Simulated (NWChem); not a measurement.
## NWChem input wanted

The species is SiO (2 atoms), meant as a triplet with charge 0. As SMILES of the parent species, `O=[Si]`. The coordinates come from a PBE0-D4/def2-TZVP relaxation. That shape belongs to the parent species and isn't relaxed for this state.

```xyz
2

O    -0.6407    0.2315   -0.3240
Si    0.6407   -0.2315    0.3240
```

Settings wanted:

```yaml
task: energy
method: DFT
functional: PBE
basis_set: def2-TZVPPD
integral_approximation: none
reference: UKS
relativity: none
integration_grid: xfine
SCF_convergence_threshold: 1e-08
iteration_cap: 100
module: dft
```

Q: Write the NWChem 7.3.0 input and the command.

A: This one ran through:

calc.xyz:
```
2
OSi energy
O     -0.640700     0.231500    -0.324000
Si     0.640700    -0.231500     0.324000
```

calc.nw:
```
START calc
TITLE "OSi energy"
memory total 2200 mb
charge 0
GEOMETRY units angstroms noautosym nocenter noautoz
 load format xyz calc.xyz
END
BASIS "ao basis" spherical bse
 O library def2-TZVPPD
 Si library def2-TZVPPD
END
DFT
 xc xpbe96 cpbe96
 mult 3
 grid xfine
 convergence energy 1e-08
 iterations 100
 mulliken
END
TASK dft energy
```

```bash
$ nwchem calc.nw > calc.out
```

Calculated total energy: -364.40093 Eh.
